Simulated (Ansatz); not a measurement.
**SiH4S (sulfanylsilane): levels of theory compared**

We compute a comparison of 6 runs (HF/STO-3G, B3LYP/STO-3G, BLYP/STO-3G, CAM-B3LYP/STO-3G, SVWN5/STO-3G, CCSDT(Q)/STO-3G) of SiH4S (sulfanylsilane). 

Program for the calculation: Ansatz 0.2.0.

45 further runs of the same task are left out: 1 that didn't finish, 44 set aside as unsound or not needed.

### 1 Starting point

SiH4S: 6 atoms, total charge 0, spin state singlet. As SMILES, `[SiH3]S`. The H6–S2 distance was set to 3.359 Å, away from the relaxed value. At this shape a bond of the SMILES string is far longer than usual.

Bond lengths: Si1–S2 2.137 Å, Si1–H3 1.485 Å, Si1–H4 1.482 Å, Si1–H5 1.485 Å. Angles: S2–Si1–H3 111.6°, S2–Si1–H4 104.8°, S2–Si1–H5 111.6°, H3–Si1–H4 110.0°, H3–Si1–H5 108.8°, H4–Si1–H5 110.0°.

### 2 A single-point energy at HF/STO-3G (run 1)

molecule.yaml

```yaml
crystal:
  periodic: [false, false, false]
  atoms:
    - symbol: Si
      position_ang: [0.402006, -2.177269, -0.705253]
    - symbol: S
      position_ang: [1.479106, -1.926469, 1.123547]
    - symbol: H
      position_ang: [-1.057994, -1.988169, -0.510853]
    - symbol: H
      position_ang: [0.680406, -3.572169, -1.121753]
    - symbol: H
      position_ang: [0.871606, -1.232669, -1.750353]
    - symbol: H
      position_ang: [0.526100, 1.263300, 1.572300]
basis:
  gaussian:
    orbitals: STO-3G
hamiltonian:
  xc: hf
total_charge: 0
accuracy: high
```

Run with:

```
$ ansatz run molecule.yaml --threads 1 --pin off --max-ram 2610MiB --events-out events.jsonl --progress --plain --runs-dir runs
```

Output:

```text
Warning: RAYON_NUM_THREADS=1 ignored (pool sized by the plan → 1); use --threads N
Functional definition: HF
  name "HF"
  exchange = exact_x
  correlation = 0
383 factors; integrals over basis functions are off by at most 1.8e-8 eV
mean field evaluation 1: about -18518.1871 eV, gradient 2.4e1 eV
mean field evaluation 2: about -18518.1968 eV, gradient 2.4e1 eV
mean field evaluation 4: about -18524.0463 eV, gradient 4.7e0 eV
mean field evaluation 8: about -18524.2145 eV, gradient 3.0e-2 eV
mean field evaluation 16: about -18518.9552 eV, gradient 2.1e1 eV
mean field evaluation 32: about -18524.0687 eV, gradient 2.0e0 eV
mean field -18524.21304927 eV, -680.7522733980 hartree, gradient 7.5e-8 eV, S^2 0.000000; 0 other end points of the search recorded, 0 dependent functions left out
reference -18524.21304927 eV, -680.7522733980 hartree; 17, 17 occupied and 5, 5 virtual orbitals, 383 factors
Total energy: -18524.21304927 eV, -680.7522733980 hartree
```

Wall time 0.12 s (1 thread of Arm Neoverse V2, shared host).

### 3 A single-point energy at B3LYP/STO-3G (run 2)

run.yaml

```yaml
crystal:
  periodic: [false, false, false]
  atoms:
    - {symbol: Si, position_ang: [0.402006, -2.177269, -0.705253]}
    - {symbol: S, position_ang: [1.479106, -1.926469, 1.123547]}
    - {symbol: H, position_ang: [-1.057994, -1.988169, -0.510853]}
    - {symbol: H, position_ang: [0.680406, -3.572169, -1.121753]}
    - {symbol: H, position_ang: [0.871606, -1.232669, -1.750353]}
    - {symbol: H, position_ang: [0.526100, 1.263300, 1.572300]}
basis:
  gaussian:
    orbitals: STO-3G
total_charge: 0
hamiltonian:
  xc: {name: B3LYP}
accuracy: high
```

Run with:

```
$ ansatz run run.yaml --threads 1 --pin off --max-ram 2610MiB --events-out events.jsonl --progress --plain --runs-dir runs
```

Output:

```text
Warning: RAYON_NUM_THREADS=1 ignored (pool sized by the plan → 1); use --threads N
Functional definition: B3LYP
  name "B3LYP"
  parameter a0 = 0.2
  parameter ax = 0.72
  parameter ac = 0.81
  exchange = (1 - a0 - ax)*slater_x + ax*b88_x + a0*exact_x
  correlation = (1 - ac)*vwn_rpa_c + ac*lyp_c
383 factors; integrals over basis functions are off by at most 1.8e-8 eV
mean field evaluation 1: about -18552.9921 eV, gradient 2.5e1 eV
mean field evaluation 2: about -18546.6507 eV, gradient 2.5e1 eV
mean field evaluation 4: about -18559.3292 eV, gradient 1.3e1 eV
mean field evaluation 8: about -18559.2878 eV, gradient 1.3e1 eV
mean field evaluation 16: about -18549.6228 eV, gradient 1.1e1 eV
mean field -18560.09566483 eV, -682.0709351977 hartree, gradient 1.0e-8 eV, S^2 0.000000; 2 other end points of the search recorded, 0 dependent functions left out
reference -18560.09569601 eV, -682.0709363435 hartree; 17, 17 occupied and 5, 5 virtual orbitals, 383 factors
Total energy: -18560.09569601 eV, -682.0709363435 hartree
```

It took 1.3 s on 1 thread of Arm Neoverse V2, shared host; peak memory 0.1 GiB.

Runs 3 to 5 aren't shown in full; the table further down has their settings and results.

### 4 A single-point energy at CCSDT(Q)/STO-3G (run 6)

input.yaml

```yaml
crystal:
  periodic: [false, false, false]
  atoms:
    - {symbol: Si, position_ang: [0.402006, -2.177269, -0.705253]}
    - {symbol: S, position_ang: [1.479106, -1.926469, 1.123547]}
    - {symbol: H, position_ang: [-1.057994, -1.988169, -0.510853]}
    - {symbol: H, position_ang: [0.680406, -3.572169, -1.121753]}
    - {symbol: H, position_ang: [0.871606, -1.232669, -1.750353]}
    - {symbol: H, position_ang: [0.526100, 1.263300, 1.572300]}
basis:
  gaussian:
    orbitals: STO-3G
correlation:
  method: ccsdt_q
  frozen_orbitals: {H: 0, S: 5, Si: 5}
accuracy: high
scf:
  omitted_lower_state_checks: [cluster_reference, increment]
```

Run with:

```
$ ansatz run input.yaml --threads 1 --pin off --max-ram 2610MiB --events-out events.jsonl --progress --plain --runs-dir runs
```

Output:

```text
Warning: RAYON_NUM_THREADS=1 ignored (pool sized by the plan → 1); use --threads N
[... 13 lines left out ...]
10 core orbitals not correlated: weight in the atoms' cores, before any rotation towards them, 1.000 or more for the frozen orbitals, at most 0.000 for the correlated occupied ones
[... 45 lines left out ...]
WARN: these amplitudes may be one of several solutions (largest doubles amplitude 0.91, level shift 14.97 eV)
Total energy: -18532.38001690 eV, -681.0524039229 hartree
Checks for a lower state left out: cluster_reference, increment
```

Run time: 0.36 s. Hardware: 1 thread of Arm Neoverse V2, shared host.

### 5 Overview of the runs

```tsv
run	level	frozen core orbitals	energy (Eh)	wall time
1	HF/STO-3G	–	-680.752273	0.12 s
2	B3LYP/STO-3G	–	-682.070936	1.3 s
3	BLYP/STO-3G	–	-682.004142	1.2 s
4	CAM-B3LYP/STO-3G	–	-681.991422	1.6 s
5	SVWN5/STO-3G	–	-679.433225	0.78 s
6	CCSDT(Q)/STO-3G	10	-681.052404	0.36 s
```

### 6 Summary of results

| quantity | value |
| --- | --- |
| run 6: total energy | -681.05240 Eh |
| run 6: correlation energy (10 core orbitals frozen) | -300.1 mEh |
| run 6: T1 diagnostic | 0.020 |

**Reading.** Totals of different functionals can't be ranked against each other. In run 6 the log says that unrestricted orbitals would lower the reference, so the values rest on an unstable closed-shell determinant (other closed-shell runs at this shape may share the fault). In runs 1, 2, 3, 4, 5, 6 the basis is minimal, so the values are rough. In runs 1, 2, 3, 4, 5 a closed-shell determinant meets a far-stretched bond, which it describes badly. All runs together took 5.3 s, the longest 1.6 s.
